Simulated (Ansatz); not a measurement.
**Copper, fcc: revPBE0 at the revPBE geometry**

Aim: see what exact exchange does to the levels, and what it costs. Spin polarisation is left out. The geometry was relaxed under revPBE beforehand and is kept. Exact exchange is dear, so the k-mesh is coarse, and revPBE is run on the same mesh for comparison.

Program: Ansatz 0.2.0. Level of theory: DFT, plane waves (420 eV) with PBE-made PAW files, scalar-relativistic; functionals as named at each step. These are calculated values, not measurements.

## Step 1: The structure to begin with

Symmetry: Fm-3m, No. 225, cubic system. Conventional cell: a = 3.660 Å, b = 3.660 Å, c = 3.660 Å, α = 90.00°, β = 90.00°, γ = 90.00°. Cu (site symmetry m-3m) has 12 Cu at 2.59 Å as nearest neighbours.

Coordinates:

```cif
data_structure
_symmetry_space_group_name_H-M 'P 1'
_symmetry_Int_Tables_number 1
_cell_length_a 2.5882
_cell_length_b 2.5882
_cell_length_c 2.5882
_cell_angle_alpha 60.000
_cell_angle_beta 60.000
_cell_angle_gamma 60.000
_cell_volume 12.26
loop_
_atom_site_label
_atom_site_type_symbol
_atom_site_fract_x
_atom_site_fract_y
_atom_site_fract_z
_atom_site_occupancy
Cu1 Cu 0.00000 0.00000 0.00000 1
```

## Step 2: revPBE on the coarse mesh

The run with revPBE.

File input.yaml:

```yaml
crystal:
  lattice:
    - [0.0, 1.830112495, 1.830112495]
    - [1.830112495, 0.0, 1.830112495]
    - [1.830112495, 1.830112495, 0.0]
  atoms:
    - { symbol: Cu, position: [0.0, 0.0, 0.0] }
hamiltonian:
  xc: revpbe
  pseudopotentials:
    kind: paw
    azcp:
      Cu: "pseudopotentials/Cu.paw.azcp"
basis:
  ecutwfc: 420
  fft_grid_basis: typed
kpoints:
  mp_grid: { grid: [8, 8, 8], shift: [0, 0, 0] }
magnetization:
  spin_polarized: false
scf:
  occupations: { method: fermi_dirac, width: 0.1 }
```

Log, shortened:

```text
Warning: RAYON_NUM_THREADS=4 ignored (pool sized by the plan → 4); use --threads N
[...]
Pseudopotentials: kind: paw
Pseudopotential: Cu, paw, valence charge 19, recommended cutoff 420 eV (normal), <dir>
Functional definition: revPBE
[...]
Crystal: 1 atoms, lattice volume = 12.259 Å³
Basis set: ecut = 420 eV, 259 PW (Γ)
Bands: 14, of which v1, the nominal top of the filled ones, is band 10 counted from 1 (9 counted from 0)
Symmetry: 48 space group operations
Space group: Fm-3m (ITA 225), of the structure as read, at distance tolerance 2.3e-5 Å
k-points: 29 of 512
[...]
SCF iter   1: F=—  HF=-6628.854125 eV  |F-HF|=—  |Δ(HF+E_count)|=         —  Δρ=6.81e-3  dr2=2.82e-3  ethr=1.77e-3  ⟨swp⟩=5.2  Hψ=2008  notcnv=0
[...]
SCF iter   6: F=-6628.853625 eV  HF=-6628.853625 eV  |F-HF|=1.82e-12  |Δ(HF+E_count)|=  4.40e-10  Δρ=2.19e-7  dr2=2.16e-12  ethr=2.22e-12  ⟨swp⟩=1.1  Hψ=1124  notcnv=0
[...]
SCF converged after 6 iterations
Free energy (F): -6628.853625 eV
[...]
E sigma→0 (E₀):  -6628.844114 eV
Entropy (-TS):   -0.019020 eV (-19.020 meV/atom)
Fermi energy:    16.053665 eV
[...]
```

Wall time 0.37 s (4 threads of an x86-64 CPU, shared host); peak memory 0.29 GiB.

## Step 3: revPBE0, coarse mesh

The run with revPBE0.

Changes to input.yaml since step 2:

```diff
@@ -8,3 +8,3 @@
 hamiltonian:
-  xc: revpbe
+  xc: revpbe0
   pseudopotentials:
```

Log, shortened:

```text
Warning: RAYON_NUM_THREADS=4 ignored (pool sized by the plan → 4); use --threads N
[...]
[... 2 set-up lines as earlier in the session ...]
Functional definition: revPBE0
[...]
Crystal: 1 atoms, lattice volume = 12.259 Å³
Basis set: ecut = 420 eV, 259 PW (Γ)
Bands: 14, of which v1, the nominal top of the filled ones, is band 10 counted from 1 (9 counted from 0)
[... 2 set-up lines as earlier in the session ...]
k-points: 29 of 512
[...]
SCF iter   1: F=—  HF=-6628.854426 eV  |F-HF|=—  |Δ(HF+E_count)|=         —  Δρ=5.74e-3  dr2=1.98e-3  ethr=1.77e-3  ⟨swp⟩=7.2  Hψ=1817  notcnv=0
[...]
Frozen-core exchange: fock
[...]
SCF 2 stopped early in 6 iterations: F = -6627.010007 eV  dr2 = 4.07e-7
hybrid outer 1: dexx = +2.194e-2 eV, tail = 1.43e-4 eV
Frozen-core exchange: fock
[...]
hybrid outer 2: dexx = +1.572e-6 eV, tail = 1.11e-7 eV, Δε = 9.50e-3 eV (about 4.27e-4 eV left of the loop's levels)
hybrid SCF converged: 2 outer / 10 inner (+7 warm-up), last move |dexx| = 1.57e-6 eV, tail = 1.11e-7 eV
Stability not checked: this state was not tested for a lower state beside it, because the functional holds exact exchange (a hybrid, or Hartree-Fock), whose exchange loop this test does not read (fock_operator; see scf.lower_state_search)
Free energy (F): -6627.010792 eV
Frozen-core exchange: fock
[...]
E sigma→0 (E₀):  -6627.006730 eV
Entropy (-TS):   -0.008123 eV (-8.123 meV/atom)
Fermi energy:    15.326997 eV
[...]
--- Band table (eV; the first three rows and the last of 29) ---
  k-point 0: bands = ["-103.0850", "-58.7632", "-58.7632", "-58.7632", "5.2882", "11.0532", "11.0532", "11.0532", "11.8330", "11.8330", "39.5596", "42.3032"]
[...]
  guard bands above this table: 2 of the run's 14 bands. The solve was not asked for them (output.publish_guard_bands: true or output.eigenvalues: true publishes all)
```

Wall time 3.2 s (4 threads of an x86-64 CPU, shared host); peak memory 0.77 GiB.

## Step 4: Side by side

```csv
functional,gap on the mesh,Fermi energy (eV),SCF cycles,exchange loops,CPU time
revPBE,none (levels filled in part),16.054,6,-,0.6 s
revPBE0,none (levels filled in part),15.327,17,2,8.8 s
```

## Step 5: What came out

| quantity | value |
| --- | --- |
| revPBE: gap | none (levels filled in part) |
| revPBE0: gap | none (levels filled in part) |
| revPBE0: SCF cycles, exchange loops | 17, 2 |
| revPBE0: CPU time over that of revPBE | 15 |

What this shows: Neither revPBE nor revPBE0 shows a clean gap on this mesh. The hybrid took 15 times as much CPU time as revPBE on the same settings. revPBE0 needed 2 outer loops of the exchange operator. The cell taken over is 4 % larger than the measured one (11.81 Å³/atom, COD). The total energies in the logs cannot be compared from one functional to another.
